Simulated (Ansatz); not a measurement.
# Structure relaxation of Cd

Method: DFT PBEsol, scalar-relativistic, plane waves, PAW (Ansatz). Cutoff 420 eV, Γ-centred k mesh, Gaussian smearing, no spin polarisation in the final step.

The start puts Cd on the beta-tin structure type (I4_1/amd, No. 141), at a guessed volume.

```
Cd
1.0
    -2.72918    2.72918    1.48882
     2.72918   -2.72918    1.48882
     2.72918    2.72918   -1.48882
Cd
2
Direct
  0.00000 0.00000 0.00000
  0.75000 0.25000 0.50000
```

Cell and atoms relax at zero pressure; the relaxation can't lower the symmetry of the start.

Energies count from the standard state of Cd at the same level.

Q: What does it relax into?

A: It keeps I4_1/amd (No. 141). The result has the beta-tin structure. Conventional cell: a = 5.701 Å, c = 2.898 Å. Around Cd lie 6 Cd at 2.90–2.94 Å.

```cif
data_structure
_symmetry_space_group_name_H-M 'I4_1/amd:1'
_symmetry_Int_Tables_number 141
_cell_length_a 5.7007
_cell_length_b 5.7007
_cell_length_c 2.8977
_cell_angle_alpha 90.000
_cell_angle_beta 90.000
_cell_angle_gamma 90.000
_cell_volume 94.17
loop_
_atom_site_label
_atom_site_type_symbol
_atom_site_symmetry_multiplicity
_atom_site_Wyckoff_symbol
_atom_site_fract_x
_atom_site_fract_y
_atom_site_fract_z
_atom_site_occupancy
Cd1 Cd 4 a 0.00000 0.00000 0.00000 1
```

Q: What are its volume, energy, density and gap?

A: The volume per atom is 23.54 Å³, the density is 7.93 g/cm³ and the energy over the standard structure is 0.14 eV/atom. The gap on the 22×22×22 mesh is 0 eV (a metal).

The final run used a 22×22×22 mesh on its 2-atom cell and 0.10 eV smearing. The k mesh leaves about 4 meV/atom of noise in metals. Symmetry constrained the relaxation, so the result can be a saddle point.

This form isn't the element's structure at ambient conditions.